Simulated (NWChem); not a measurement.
# BSiH4F (SMILES FB[SiH3]) at 3 levels

Wanted: a comparison of 3 runs (HF/STO-3G, HF/3-21G, B3LYP/6-31G*) of BSiH4F. 

Program for the calculation: NWChem 7.3.0.

### 1 The system as given

BSiH4F has 7 atoms, charge 0, and is taken as a singlet. SMILES: `FB[SiH3]`. The coordinates come from a PBE0-D4/def2-TZVP relaxation.

Bond lengths: F1–B2 1.321 Å, B2–Si3 2.035 Å, B2–H4 1.203 Å, Si3–H5 1.490 Å, Si3–H6 1.491 Å, Si3–H7 1.487 Å. Angles: F1–B2–Si3 121.0°, F1–B2–H4 116.1°, Si3–B2–H4 122.9°, B2–Si3–H5 109.0°, B2–Si3–H6 108.5°, B2–Si3–H7 113.6°, H5–Si3–H6 107.5°, H5–Si3–H7 109.1°, H6–Si3–H7 109.0°.

### 2 Energy and gradient at HF/STO-3G (run 1)

mol.nw reads:

```
start mol
title "BFH4Si"
memory stack 880 mb heap 220 mb global 1100 mb
charge 0

geometry noautosym nocenter noautoz
F       -1.379400      -1.601500       0.571800
B       -0.186700      -1.168700       0.204000
Si       0.146300       0.805600      -0.161100
H        0.673400      -2.004900       0.107300
H        0.733100       0.954500      -1.522300
H        1.152900       1.303800       0.818800
H       -1.078400       1.642900      -0.064200
end

basis spherical bse
* library STO-3G
end

scf
thresh 1e-08
maxiter 80
print medium
end

task scf gradient
```

Run with:

```bash
nwchem mol.nw > mol.out
```

The program printed:

```text
[...]
  functions       =    23
[...]
  wavefunction    = RHF
[...]
         Total SCF energy =   -410.373578063151
      One-electron energy =   -748.258920615247
      Two-electron energy =    249.362795459150
 Nuclear repulsion energy =     88.522547092946
        Time for solution =      0.5s
[...]
                         RHF ENERGY GRADIENTS
    atom               coordinates                        gradient
                 x          y          z           x          y          z
   1 F      -2.606688  -3.026396   1.080545   -0.023849  -0.007657   0.007276
   2 B      -0.352812  -2.208523   0.385504    0.010661   0.001725  -0.002926
   3 Si      0.276467   1.522363  -0.304435   -0.011491  -0.007877   0.002775
   4 H       1.272541  -3.788712   0.202768    0.013378  -0.016206  -0.001013
   5 H       1.385358   1.803743  -2.876730    0.014505   0.001660  -0.030802
   6 H       2.178665   2.463825   1.547308    0.024028   0.009534   0.022471
   7 H      -2.037881   3.104631  -0.121320   -0.027232   0.018820   0.002218
[...]
```

It took 1.4 s on 1 thread of Intel Xeon Platinum 8488C (Sapphire Rapids), shared host; peak memory 0.098 GiB.

### 3 Energy and forces at HF/3-21G (run 2)

sp.nw reads:

```
start sp
title "BFH4Si"
memory total 2200 mb

geometry noautosym nocenter noautoz
   F    -1.379400   -1.601500    0.571800
   B    -0.186700   -1.168700    0.204000
   Si    0.146300    0.805600   -0.161100
   H     0.673400   -2.004900    0.107300
   H     0.733100    0.954500   -1.522300
   H     1.152900    1.303800    0.818800
   H    -1.078400    1.642900   -0.064200
end

basis spherical bse
   * library 3-21G
end

scf
   thresh 1e-08
   maxiter 80
   print medium
end

task scf gradient
```

Run with:

```bash
nwchem sp.nw > sp.out
```

The program printed:

```text
[...]
  functions       =    39
[...]
  wavefunction    = RHF
[...]
         Total SCF energy =   -413.185493522988
      One-electron energy =   -748.917423723439
      Two-electron energy =    247.209383107505
 Nuclear repulsion energy =     88.522547092946
        Time for solution =      0.7s
[...]
                         RHF ENERGY GRADIENTS
    atom               coordinates                        gradient
                 x          y          z           x          y          z
   1 F      -2.606688  -3.026396   1.080545    0.027895   0.009941  -0.008592
   2 B      -0.352812  -2.208523   0.385504   -0.028831  -0.001545   0.007794
   3 Si      0.276467   1.522363  -0.304435   -0.002656   0.000842   0.000365
   4 H       1.272541  -3.788712   0.202768    0.003576  -0.007456   0.000134
   5 H       1.385358   1.803743  -2.876730   -0.000139  -0.000778   0.000695
   6 H       2.178665   2.463825   1.547308   -0.000366  -0.001001  -0.000322
   7 H      -2.037881   3.104631  -0.121320    0.000521  -0.000003  -0.000075
[...]
```

Wall time 1.6 s (1 thread of Intel Xeon Platinum 8488C (Sapphire Rapids), shared host); peak memory 0.098 GiB.

### 4 Energy and forces at B3LYP/6-31G(d) (Cartesian functions) (run 3)

bfh4si.nw reads:

```
start bfh4si
title "BFH4Si"
memory total 2200 mb

geometry units atomic noautosym nocenter noautoz
 F  -2.60668822 -3.02639639  1.08054540
 B  -0.35281187 -2.20852292  0.38550413
 Si  0.27646693  1.52236337 -0.30443488
 H   1.27254157 -3.78871191  0.20276761
 H   1.38535822  1.80374359 -2.87673008
 H   2.17866525  2.46382492  1.54730775
 H  -2.03788065  3.10463105 -0.12132042
end

basis
 * library 6-31G*
end

dft
 xc b3lyp
 grid xfine
 convergence energy 1e-08
 iterations 100
 mulliken
end

task dft gradient
```

Run with:

```bash
nwchem bfh4si.nw > bfh4si.out
```

The program printed:

```text
[...]
          Wavefunction type:  closed shell.
          No. of atoms     :     7
          No. of electrons :    32
[...]
          Charge           :     0
          Spin multiplicity:     1
[...]
          AO basis - number of functions:    57
[...]
              XC Information
              --------------
                         B3LYP Method XC Potential
                     Hartree-Fock (Exact) Exchange  0.200
                        Slater Exchange Functional  0.800 local
                    Becke 1988 Exchange Functional  0.720 non-local
              Lee-Yang-Parr Correlation Functional  0.810
                  VWN I RPA Correlation Functional  0.190 local
[...]
 d= 0,ls=0.0,diis     1   -416.5580160539 -5.05D+02  1.66D-02  4.64D-01     1.8
[...]
 d= 0,ls=0.0,diis     8   -416.6149274475 -2.96D-09  2.45D-06  1.69D-08    12.9
         Total DFT energy =     -416.614927447530
      One electron energy =     -751.997526397248
           Coulomb energy =      283.816932506182
    Exchange-Corr. energy =      -36.956874223890
 Nuclear repulsion energy =       88.522540667427
[...]
      Total Density - Mulliken Population Analysis
     ---------------------------------------------
    Atom       Charge   Shell Charges
 -----------   ------   -------------------------------------------------------
    1 F    9     9.19   1.99  0.96  3.33  0.88  1.96  0.07
    2 B    5     4.73   1.99  0.57  1.32  0.45  0.30  0.10
    3 Si  14    13.86   2.00  1.99  5.96  1.04  2.00  0.29  0.47  0.11
    4 H    1     1.05   0.52  0.52
    5 H    1     1.06   0.51  0.55
    6 H    1     1.05   0.51  0.55
    7 H    1     1.05   0.51  0.54
[...]
  wavefunction    = closed shell
                         DFT ENERGY GRADIENTS
    atom               coordinates                        gradient
                 x          y          z           x          y          z
   1 F      -2.606688  -3.026396   1.080545    0.004778   0.001316  -0.001424
   2 B      -0.352812  -2.208523   0.385504   -0.004243   0.001135   0.001009
   3 Si      0.276467   1.522363  -0.304435   -0.000388   0.000838  -0.000062
   4 H       1.272542  -3.788712   0.202768    0.000055  -0.000798   0.000057
   5 H       1.385358   1.803744  -2.876730   -0.000204  -0.000818   0.000468
   6 H       2.178665   2.463825   1.547308   -0.000295  -0.000884  -0.000097
   7 H      -2.037881   3.104631  -0.121320    0.000297  -0.000790   0.000048
[...]
```

Wall time 17 s (1 thread of Intel Xeon Platinum 8488C (Sapphire Rapids), shared host); peak memory 0.13 GiB.

### 5 Overview of the runs

```
run                               level  Cartesian functions  iteration cap  energy (Eh)  dipole moment (D)  HOMO energy (eV)  LUMO energy (eV)  wall time
  1                           HF/STO-3G                   no             80  -410.373578               0.06             -8.80              7.22      1.4 s
  2                            HF/3-21G                   no             80  -413.185494               0.74            -11.28              2.17      1.6 s
  3  B3LYP/6-31G* (Cartesian functions)                  yes            100  -416.614927               0.32             -7.76             -1.54       17 s
```

### 6 Summary of results

| quantity | value |
| --- | --- |
| run 3: total energy | -416.61493 Eh |
| run 3: dipole moment | 0.32 D |
| run 3: HOMO energy | -7.76 eV |
| run 3: LUMO energy | -1.54 eV |
| run 3: HOMO–LUMO gap | 6.23 eV |
| run 3: largest force on an atom | 0.265 eV/Å |

**Reading.** The dipole moment (its size) runs from 0.06 D (HF/STO-3G) to 0.74 D (HF/3-21G). The HOMO–LUMO gap runs from 6.23 eV (B3LYP/6-31G*) to 16.02 eV (HF/STO-3G). The two ends differ in method and basis. In run 1 the basis is minimal, so the values are rough. All runs together took 20 s, the longest 17 s.
